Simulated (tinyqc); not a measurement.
Worked calculation (part 2 of 2): MP2 on RHF in the sto-3g basis, frozen core, for H3O+, spin multiplicity 1. Computed by tinyqc, a small Python program that keeps every step (integrals from PySCF). Command: `OMP_NUM_THREADS=1 python tinyqc.py 26271 26272 out.jsonl` (the two numbers bound the seeds that draw the settings). One thread of a shared host (Intel(R) Xeon(R) Processor @ 2.60GHz), about 0.1 s of CPU time with the checks.

Geometry (angstrom):
```
atom          x          y         z
O      0.000000   0.000000  0.102000
H      1.063000   0.000000  0.000000
H     -0.532000   0.921000  0.000000
H     -0.532000  -0.921000  0.000000
```

## Iteration 8 (converged): orbitals

converged F (hartree):
```
             1O 1s      1O 2s     1O 2px     1O 2py     1O 2pz      2H 1s      3H 1s      4H 1s
1O 1s   -20.787975  -5.292217  -0.000010   0.000000   0.006659  -0.941542  -0.940192  -0.940192
1O 2s    -5.292217  -2.902994  -0.000116   0.000000   0.027811  -1.023486  -1.022475  -1.022475
1O 2px   -0.000010  -0.000116  -0.813591   0.000000   0.000016  -0.597773   0.298822   0.298822
1O 2py    0.000000   0.000000   0.000000  -0.813358   0.000000   0.000000  -0.517361   0.517361
1O 2pz    0.006659   0.027811   0.000016   0.000000  -0.851366   0.070387   0.070314   0.070314
2H 1s    -0.941542  -1.023486  -0.597773   0.000000   0.070387  -0.748550  -0.281474  -0.281474
3H 1s    -0.940192  -1.022475   0.298822  -0.517361   0.070314  -0.281474  -0.747908  -0.281295
4H 1s    -0.940192  -1.022475   0.298822   0.517361   0.070314  -0.281474  -0.281295  -0.747908
```

X:
```
            1O 1s      1O 2s     1O 2px     1O 2py     1O 2pz      2H 1s      3H 1s      4H 1s
1O 1s    1.024561  -0.144866  -0.000008   0.000000   0.001796   0.018824   0.018808   0.018808
1O 2s   -0.144866   1.240259   0.000114   0.000000  -0.017758  -0.227194  -0.226857  -0.226857
1O 2px  -0.000008   0.000114   1.095125   0.000000  -0.000011  -0.231855   0.115860   0.115860
1O 2py   0.000000   0.000000   0.000000   1.094964   0.000000   0.000000  -0.200558   0.200558
1O 2pz   0.001796  -0.017758  -0.000011   0.000000   1.001444   0.018553   0.018518   0.018518
2H 1s    0.018824  -0.227194  -0.231855   0.000000   0.018553   1.145703  -0.050957  -0.050957
3H 1s    0.018808  -0.226857   0.115860  -0.200558   0.018518  -0.050957   1.145414  -0.050928
4H 1s    0.018808  -0.226857   0.115860   0.200558   0.018518  -0.050957  -0.050928   1.145414
```

Diagonalise F' = X^T F X, C = X C', fill 5 alpha and 5 beta electrons from the bottom; D = 2 C_occ C_occ^T. Each column has its largest component positive (the first on a tie).

F' = X^T F X (hartree):
```
            1          2          3          4          5          6          7          8
1  -20.405028  -2.720865  -0.000009   0.000000   0.011416  -0.115836  -0.115494  -0.115494
2   -2.720865  -1.660442   0.000077   0.000000  -0.012983  -0.442336  -0.441815  -0.441815
3   -0.000009   0.000077  -0.558144   0.000000  -0.000008  -0.495467   0.247669   0.247669
4    0.000000   0.000000   0.000000  -0.558252   0.000000   0.000000  -0.428765   0.428765
5    0.011416  -0.012983  -0.000008   0.000000  -0.847125   0.046907   0.046846   0.046846
6   -0.115836  -0.442336  -0.495467   0.000000   0.046907  -0.295507  -0.058979  -0.058979
7   -0.115494  -0.441815   0.247669  -0.428765   0.046846  -0.058979  -0.295643  -0.058911
8   -0.115494  -0.441815   0.247669   0.428765   0.046846  -0.058979  -0.058911  -0.295643
```

orbital energies (hartree): MO1 -20.796593, MO2 -1.690185, MO3 -1.025059, MO4 -1.024806, MO5 -0.853205, MO6 0.013879, MO7 0.229822, MO8 0.230365

coefficients C:
```
              MO1        MO2        MO3        MO4        MO5        MO6        MO7        MO8
1O 1s    0.994171  -0.241408   0.000046   0.000000  -0.019795  -0.157258   0.000000   0.000211
1O 2s    0.026004   0.888354  -0.000259   0.000000   0.097685   0.956398   0.000000  -0.001473
1O 2px   0.000003   0.000111   0.694762   0.000000   0.000067  -0.000906   0.000000  -0.892864
1O 2py   0.000000   0.000000   0.000000   0.694851   0.000000   0.000000   0.892510   0.000000
1O 2pz  -0.000786  -0.032388  -0.000067   0.000000   0.993578  -0.126464   0.000000   0.000188
2H 1s   -0.004413   0.101236   0.412062   0.000000  -0.035334  -0.634620   0.000000   0.916432
3H 1s   -0.004407   0.101106  -0.206104   0.356911  -0.035364  -0.635816  -0.792752  -0.457053
4H 1s   -0.004407   0.101106  -0.206104  -0.356911  -0.035364  -0.635816   0.792752  -0.457053
```

D after iteration 8:
```
            1O 1s      1O 2s     1O 2px     1O 2py     1O 2pz      2H 1s      3H 1s      4H 1s
1O 1s    2.094093  -0.381074   0.000013   0.000000  -0.025261  -0.056217  -0.056198  -0.056198
1O 2s   -0.381074   1.598783  -0.000149   0.000000   0.136530   0.172522   0.172605   0.172605
1O 2px   0.000013  -0.000149   0.965389   0.000000   0.000034   0.572588  -0.286369  -0.286369
1O 2py   0.000000   0.000000   0.000000   0.965637   0.000000   0.000000   0.496000  -0.496000
1O 2pz  -0.025261   0.136530   0.000034   0.000000   1.976493  -0.076819  -0.076789  -0.076789
2H 1s   -0.056217   0.172522   0.572588   0.000000  -0.076819   0.362624  -0.146846  -0.146846
3H 1s   -0.056198   0.172605  -0.286369   0.496000  -0.076789  -0.146846   0.362714  -0.146828
4H 1s   -0.056198   0.172605  -0.286369  -0.496000  -0.076789  -0.146846  -0.146828   0.362714
```

## Convergence

Stop when the energy changes by less than 1e-10 hartree and every element of the error matrix X^T (F D S - S D F) X is below 3e-06.

Course of the cycle:
```
iteration   E (hartree)     change  largest element of the error matrix
1          -73.39187193          -                             6.97e-01
2          -75.24791826  -1.86e+00                             2.24e-01
3          -75.30797989  -6.01e-02                             1.39e-02
4          -75.30835037  -3.70e-04                             1.93e-03
5          -75.30836195  -1.16e-05                             9.83e-04
6          -75.30836577  -3.81e-06                             1.63e-04
7          -75.30836588  -1.12e-07                             1.75e-06
8          -75.30836588  -4.60e-12                             6.14e-08
```

PySCF RHF in the same basis = -75.30836588 hartree

Converged in 8 iterations.

## Populations, bond orders and dipole

overlap S:
```
           1O 1s     1O 2s     1O 2px     1O 2py     1O 2pz      2H 1s      3H 1s      4H 1s
1O 1s   1.000000  0.236704   0.000000   0.000000   0.000000   0.041461   0.041401   0.041401
1O 2s   0.236704  1.000000   0.000000   0.000000   0.000000   0.405152   0.404788   0.404788
1O 2px  0.000000  0.000000   1.000000   0.000000   0.000000   0.351290  -0.175596  -0.175596
1O 2py  0.000000  0.000000   0.000000   1.000000   0.000000   0.000000   0.303992  -0.303992
1O 2pz  0.000000  0.000000   0.000000   0.000000   1.000000  -0.033708  -0.033667  -0.033667
2H 1s   0.041461  0.405152   0.351290   0.000000  -0.033708   1.000000   0.153709   0.153709
3H 1s   0.041401  0.404788  -0.175596   0.303992  -0.033667   0.153709   1.000000   0.153663
4H 1s   0.041401  0.404788  -0.175596  -0.303992  -0.033667   0.153709   0.153663   1.000000
```

Mulliken: Z minus the diagonal of D S on the atom; Loewdin: the same with S^(1/2) D S^(1/2); Mayer order: 2 sum_s sum (D(s) S)_ij (D(s) S)_ji over the two atoms.

Charges (e):
```
atom   Mulliken    Loewdin
1O    -0.233675  -0.012145
2H     0.411219   0.337295
3H     0.411228   0.337425
4H     0.411228   0.337425
```

Mayer bond orders:
```
pair     order
2-1   0.789371
3-1   0.789382
3-2   0.020764
4-1   0.789382
4-2   0.020764
4-3   0.020745
```

dipole moment about the origin, x y z (debye): -0.002242  0.000000  -0.302474

## Integrals over molecular orbitals

core Hamiltonian H = T + V (hartree):
```
             1O 1s      1O 2s     1O 2px     1O 2py     1O 2pz      2H 1s      3H 1s      4H 1s
1O 1s   -33.101309  -7.702845  -0.000009   0.000000   0.003570  -1.359758  -1.357794  -1.357794
1O 2s    -7.702845  -9.720290  -0.000095   0.000000   0.043353  -3.229610  -3.226270  -3.226270
1O 2px   -0.000009  -0.000095  -7.973097   0.000000   0.000015  -2.339655   1.169323   1.169323
1O 2py    0.000000   0.000000   0.000000  -7.972895   0.000000   0.000000  -2.024341   2.024341
1O 2pz    0.003570   0.043353   0.000015   0.000000  -7.831968   0.235277   0.234961   0.234961
2H 1s    -1.359758  -3.229610  -2.339655   0.000000   0.235277  -4.911757  -1.003000  -1.003000
3H 1s    -1.357794  -3.226270   1.169323  -2.024341   0.234961  -1.003000  -4.909752  -1.002488
4H 1s    -1.357794  -3.226270   1.169323   2.024341   0.234961  -1.003000  -1.002488  -4.909752
```

Given earlier and not repeated: Two-electron integrals (ij|kl) in chemists' order.

(pq|rs) = sum C_ip C_jq C_kr C_ls (ij|kl), one index at a time.

one-electron integrals over orbitals h = C^T H C (hartree):
```
            1          2          3          4          5          6          7          8
1  -33.083876   0.572413  -0.000109   0.000000   0.043038   0.354458   0.000000  -0.000474
2    0.572413  -8.064766   0.000027   0.000000  -0.067610  -1.391403   0.000000   0.001980
3   -0.000109   0.000027  -6.853495   0.000000   0.000110   0.002557   0.000000   1.792825
4    0.000000   0.000000   0.000000  -6.853063   0.000000   0.000000  -1.792924   0.000000
5    0.043038  -0.067610   0.000110   0.000000  -7.813657   0.223480   0.000000  -0.000119
6    0.354458  -1.391403   0.002557   0.000000   0.223480  -4.838708   0.000000  -0.000498
7    0.000000   0.000000   0.000000  -1.792924   0.000000   0.000000  -5.532881   0.000000
8   -0.000474   0.001980   1.792825   0.000000  -0.000119  -0.000498   0.000000  -5.533384
```

Two-electron integrals over orbitals (pq|rs), unique and non-zero (hartree); the lowest 1 orbital is frozen and left out:
```
(22|22) 0.718192    (32|22) 0.000050    (32|32) 0.135492    (33|22) 0.645189
(33|32) 0.034467    (33|33) 0.646788    (42|42) 0.135443    (43|42) -0.034520
(43|43) 0.041675    (44|22) 0.645131    (44|32) -0.034516   (44|33) 0.563493
(44|44) 0.646763    (52|22) -0.004240   (52|32) -1.56e-06   (52|33) 0.001834
(52|44) 0.001834    (52|52) 0.151542    (53|22) -0.000010   (53|32) 0.000542
(53|33) -0.002113   (53|44) 0.002097    (53|52) -0.000022   (53|53) 0.032222
(54|42) 0.000543    (54|43) 0.002106    (54|54) 0.032221    (55|22) 0.754877
(55|32) -0.000010   (55|33) 0.647732    (55|44) 0.647707    (55|52) 0.029240
(55|53) -0.000020   (55|55) 0.878229    (62|22) 0.134133    (62|32) -0.000084
(62|33) 0.091990    (62|44) 0.091998    (62|52) -0.009167   (62|53) -0.000009
(62|55) 0.164560    (62|62) 0.069836    (63|22) -0.000264   (63|32) -0.014395
(63|33) -0.028454   (63|44) 0.028086    (63|52) -0.000014   (63|53) 0.002898
(63|55) -0.000288   (63|62) -0.000140   (63|63) 0.058071    (64|42) -0.014421
(64|43) 0.028284    (64|54) 0.002906    (64|64) 0.058186    (65|22) -0.027140
(65|32) -0.000015   (65|33) -0.014999   (65|44) -0.014986   (65|52) 0.067295
(65|53) -0.000039   (65|55) -0.021946   (65|62) -0.018371   (65|63) 0.000026
(65|65) 0.037670    (66|22) 0.490706    (66|32) -0.000209   (66|33) 0.480204
(66|44) 0.480379    (66|52) -0.019087   (66|53) 0.000014    (66|55) 0.489195
(66|62) 0.033556    (66|63) 0.000063    (66|65) -0.013464   (66|66) 0.445104
(72|42) 0.054723    (72|43) 0.009653    (72|54) 0.005427    (72|64) 0.036147
(72|72) 0.055498    (73|42) 0.037027    (73|43) -0.005832   (73|54) -0.002299
(73|64) -0.028197   (73|72) 0.000143    (73|73) 0.033653    (74|22) 0.173608
(74|32) 0.037039    (74|33) 0.133161    (74|44) 0.121539    (74|52) 0.011413
(74|53) -0.002304   (74|55) 0.198045    (74|62) 0.084964    (74|63) -0.028283
(74|65) -0.011604   (74|66) 0.035785    (74|74) 0.149415    (75|42) 0.011791
(75|43) -0.004144   (75|54) 0.023125    (75|64) -0.005618   (75|72) 0.003651
(75|73) 0.004595    (75|75) 0.021608    (76|42) 0.099397    (76|43) -0.045733
(76|54) -0.005473   (76|64) -0.057151   (76|72) 0.007588    (76|73) 0.051486
(76|75) 0.010457    (76|76) 0.126644    (77|22) 0.571553    (77|32) -0.029986
(77|33) 0.509364    (77|44) 0.584686    (77|52) 0.001704    (77|53) 0.003780
(77|55) 0.574502    (77|62) 0.067794    (77|63) 0.044029    (77|65) -0.009384
(77|66) 0.468033    (77|74) 0.071180    (77|77) 0.568058    (82|22) -0.000206
(82|32) -0.054696   (82|33) 0.009557    (82|44) -0.009793   (82|52) 3.20e-06
(82|53) -0.005428   (82|55) -0.000233   (82|62) -0.000045   (82|63) -0.036152
(82|65) 0.000026    (82|66) -0.000026   (82|74) -0.000265   (82|77) -0.019601
(82|82) 0.055501    (83|22) -0.173558   (83|32) 0.037071    (83|33) -0.121517
(83|44) -0.133187   (83|52) -0.011414   (83|53) -0.002288   (83|55) -0.198029
(83|62) -0.084980   (83|63) -0.028009   (83|65) 0.011589    (83|66) -0.036001
(83|74) -0.083890   (83|77) -0.106075   (83|82) 0.000009    (83|83) 0.149450
(84|42) -0.037019   (84|43) 0.005796    (84|54) 0.002292    (84|64) 0.028120
(84|72) -0.000198   (84|73) -0.031814   (84|75) -0.004590   (84|76) -0.051419
(84|84) 0.033586    (85|22) 0.000013    (85|32) -0.011794   (85|33) -0.004125
(85|44) 0.004147    (85|52) -0.000092   (85|53) -0.023126   (85|55) 4.92e-06
(85|62) 0.000022    (85|63) 0.005607    (85|65) -0.000023   (85|66) 0.000036
(85|74) -0.004589   (85|77) 0.004822    (85|82) 0.003651    (85|83) -0.004605
(85|85) 0.021612    (86|22) 6.93e-07    (86|32) -0.099375   (86|33) -0.045544
(86|44) 0.045662    (86|52) 0.000021    (86|53) 0.005462    (86|55) 0.000042
(86|62) 0.000055    (86|63) 0.056962    (86|65) 0.000023    (86|66) 0.000282
(86|74) -0.051412   (86|77) 0.061672    (86|82) 0.007612    (86|83) -0.051530
(86|85) 0.010443    (86|86) 0.126379    (87|42) 0.029845    (87|43) -0.037640
(87|54) -0.003783   (87|64) -0.044132   (87|72) -0.019513   (87|73) 0.017383
(87|75) 0.004807    (87|76) 0.061605    (87|84) -0.017323   (87|87) 0.048267
(88|22) 0.571669    (88|32) 0.030206    (88|33) 0.584854    (88|44) 0.509299
(88|52) 0.001708    (88|53) -0.003799   (88|55) 0.574600    (88|62) 0.067839
(88|63) -0.044395   (88|65) -0.009405   (88|66) 0.467794    (88|74) 0.106194
(88|77) 0.471193    (88|82) 0.019383    (88|83) -0.071089   (88|85) -0.004836
(88|86) -0.061863   (88|88) 0.568403
```

## Second-order Moller-Plesset energy

Hartree-Fock energy = -75.30836588 hartree

E2 = sum_ijab (ia|jb) [2 (ia|jb) - (ib|ja)] / (e_i + e_j - e_a - e_b) over occupied i, j and virtual a, b; the opposite-spin part is (ia|jb)^2 / denominator, the rest is same-spin, and SCS-MP2 scales them by 6/5 and 1/3.

Terms (the 40 largest of 74):
```
i  j  a  b    (ia|jb)    (ib|ja)  denominator       term
4  4  7  7   0.149415   0.149415    -2.509256  -0.008897
3  3  8  8   0.149450   0.149450    -2.510848  -0.008896
3  4  8  7  -0.083890  -0.031814    -2.510052  -0.004544
4  3  7  8  -0.083890  -0.031814    -2.510052  -0.004544
3  2  8  6  -0.084980  -0.036152    -2.959488  -0.003842
2  3  6  8  -0.084980  -0.036152    -2.959488  -0.003842
4  2  7  6   0.084964   0.036147    -2.958692  -0.003842
2  4  6  7   0.084964   0.036147    -2.958692  -0.003842
4  4  6  6   0.058186   0.058186    -2.077369  -0.001630
3  3  6  6   0.058071   0.058071    -2.077876  -0.001623
2  2  6  6   0.069836   0.069836    -3.408128  -0.001431
5  5  6  6   0.037670   0.037670    -1.734168  -0.000818
2  2  7  7   0.055498   0.055498    -3.840015  -0.000802
2  2  8  8   0.055501   0.055501    -3.841101  -0.000802
3  3  7  7   0.033653   0.033653    -2.509763  -0.000451
4  4  8  8   0.033586   0.033586    -2.510342  -0.000449
4  3  7  6  -0.028283  -0.028197    -2.293566  -0.000350
3  4  6  7  -0.028283  -0.028197    -2.293566  -0.000350
4  3  6  7  -0.028197  -0.028283    -2.293566  -0.000346
3  4  7  6  -0.028197  -0.028283    -2.293566  -0.000346
4  4  8  6   0.028120   0.028120    -2.293856  -0.000345
4  4  6  8   0.028120   0.028120    -2.293856  -0.000345
3  3  8  6  -0.028009  -0.028009    -2.294362  -0.000342
3  3  6  8  -0.028009  -0.028009    -2.294362  -0.000342
3  4  7  8  -0.031814  -0.083890    -2.510052   0.000257
4  3  8  7  -0.031814  -0.083890    -2.510052   0.000257
5  5  7  7   0.021608   0.021608    -2.166055  -0.000216
5  5  8  8   0.021612   0.021612    -2.167140  -0.000216
3  2  6  8  -0.036152  -0.084980    -2.959488   0.000155
2  3  8  6  -0.036152  -0.084980    -2.959488   0.000155
4  2  6  7   0.036147   0.084964    -2.958692   0.000155
2  4  7  6   0.036147   0.084964    -2.958692   0.000155
5  2  6  6  -0.018371  -0.018371    -2.571148  -0.000131
2  5  6  6  -0.018371  -0.018371    -2.571148  -0.000131
5  4  6  7  -0.011604  -0.005618    -2.121712  -0.000096
4  5  7  6  -0.011604  -0.005618    -2.121712  -0.000096
3  5  8  6   0.011589   0.005607    -2.122508  -0.000096
5  3  6  8   0.011589   0.005607    -2.122508  -0.000096
5  3  8  8  -0.004605  -0.004605    -2.338994  -0.000009
3  5  8  8  -0.004605  -0.004605    -2.338994  -0.000009
```

Pair energies (hartree; pair i-j sums ij and ji):
```
pair  opposite spin  same spin
2-2       -0.003035          0
3-2       -0.005764  -0.001611
3-3       -0.011654          0
4-2       -0.005763  -0.001611
4-3       -0.007805  -0.002161
4-4       -0.011665          0
5-2       -0.000280          0
5-3       -0.000192  -0.000034
5-4       -0.000193  -0.000034
5-5       -0.001249          0
```

MP2 correlation energy = -0.05305083 hartree

SCS-MP2 correlation energy = -0.05893720 hartree

MP2 total energy = -75.36141670 hartree
